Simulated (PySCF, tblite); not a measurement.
# C2H3Cl+ (doublet): geometry, infrared bands and EPR parameters

What infrared bands and EPR parameters should C2H3Cl+ (doublet) (`[CH2][CH+]Cl`) show?

The runs use tblite 0.8.0 and PySCF 2.14.0, with density-fitted response routines of our own; the level of theory stands in each step. All values are computed, except where a source is named. Atoms are numbered from 0 throughout.

## 1. The starting structure

6 atoms, charge 1, multiplicity 2; geometry from: force field or distance geometry start.

Bonds of the start (Å): C0–C1 1.41, C1–Cl2 1.72, C0–H3 1.07, C0–H4 1.09, C1–H5 1.07.

## 2. Relaxing the molecule with GFN2-xTB

What the job is given:

```
{"job": {"kind": "relax", "xc": "GFN2-xTB", "basis": "xTB"}, "charge": 1, "multiplicity": 2}
C     -0.761900    -0.149500     0.025800
C      0.578900     0.286300    -0.055700
Cl     1.878900    -0.835400     0.089200
H     -1.012600    -1.185600     0.159200
H     -1.568700     0.579100    -0.052500
H      0.888500     1.307000    -0.187700
```

Run with:

```bash
OMP_NUM_THREADS=1 python probes_run.py task.json out
```

One launch serves the whole session: the jobs run in the order shown.

**Question.** This job is followed by: GFN2-xTB harmonic vibrations, gas phase; UKS B3LYP, pcH-1 on C Cl H, non-relativistic, mean-field spin-orbit, GIAO. Predict these results of the whole session: strongest single infrared mode (GFN2-xTB); zero-point energy (GFN2-xTB); g(iso) (B3LYP); ⟨S²⟩; largest a(iso) (averaged by class); property runs in this session.

**Answer**, as computed:

```
                                 quantity                                            value
strongest single infrared mode (GFN2-xTB)                             3032 cm⁻¹, 77 km/mol
             zero-point energy (GFN2-xTB)                                    24.2 kcal/mol
                           g(iso) (B3LYP)                                          2.01738
                                     ⟨S²⟩                               0.754 (exact 0.75)
       largest a(iso) (averaged by class)                              13C on C0, 38.4 MHz
            property runs in this session  1, of which 0 failed and 1 gave unsound results
```

What this shows: Over 17 steps the energy fell by 0.099 eV; of the close pairs, C1–Cl2 changed most, 1.723 to 1.667 Å. All 12 modes are real, so the xTB geometry is a minimum. The strongest single mode, at 3032 cm⁻¹, moves mainly H4 and H3. GFN2-xTB is a fitted tight-binding method: band positions and strengths are rough. Its intensities can rank the bands wrongly. The largest share of the spin, 0.55 e, sits on C0. The isotropic g lies 15.1 ppt above the free-electron value. These values are not to be trusted: the run shows a large g shift, which the driver flags as unsure.
